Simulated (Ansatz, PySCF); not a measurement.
Molecule: O3 (charge -1, doublet). 
Structure (B3LYP-D3(BJ)/def2-TZVP (Ansatz, a first-principles code) minimum search):
```
O
O 1 1.3512
O 1 1.3512 2 115.59
```
Charge -1, spin multiplicity 2.

Total electronic energies in hartree. Valence correlation only, unless marked. UHF or UKS for open shells. Spin-orbit coupling is left out. Non-relativistic unless marked X2C. Basis-set limits of correlation are two-point, X^-3; Hartree-Fock from the larger set. The bracket is a focal-point correction in the basis named.

```csv
level,program,energy (Eh)
PBE/def2-TZVPD,PySCF,-225.40749
PBE-D3(BJ)/def2-TZVPD,Ansatz + dftd3,-225.40816
revPBE-D3(BJ)/def2-TZVPD,Ansatz + dftd3,-225.56620
revPBE/def2-TZVPD,Ansatz,-225.56415
B3LYP-D3(BJ)/def2-TZVPD,Ansatz + dftd3,-225.61189
PBE0/def2-QZVPP,Ansatz,-225.37383
TPSSh-D3(BJ)/def2-TZVPD,PySCF + dftd3,-225.60920
r2SCANh-D4/def2-TZVPD,Ansatz + dftd4,-225.48222
PW6B95/def2-TZVPD,PySCF,-225.84436
HSE06/def2-TZVPD,Ansatz,[?]
LC-wPBE-D4/def2-TZVPD,Ansatz + dftd4,-225.46909
RPA@PBE/cc-pVTZ,Ansatz,-225.47541
MP2/aug-cc-pVDZ,Ansatz,-225.00738
MP2/cc-pwCVTZ,Ansatz,-225.16563
RI-MP2/aug-cc-pVQZ,Ansatz,-225.25277
SCS-MP2/aug-cc-pVTZ,Ansatz,-225.16659
SCS-MP2/cc-pVQZ,Ansatz,-225.21137
CCSD/aug-cc-pVDZ,Ansatz,-225.01638
CCSD/cc-pVQZ,Ansatz,-225.22916
CCSD(T)/cc-pwCVTZ,Ansatz,-225.20191
X2C-CCSD(T)/cc-pVTZ-DK,Ansatz,-225.34190
"RI-MP2/CBS(aug-cc-pVTZ,aug-cc-pVQZ)+[CCSD(T)-MP2]/aug-cc-pVDZ",Ansatz,-225.3234
"RI-MP2/CBS(aug-cc-pVTZ,aug-cc-pVQZ)+[CCSD(T)-MP2]/aug-cc-pVTZ",Ansatz,-225.3263
```

Fill in the missing entries.


- HSE06/def2-TZVPD, energy (Eh): -225.35934
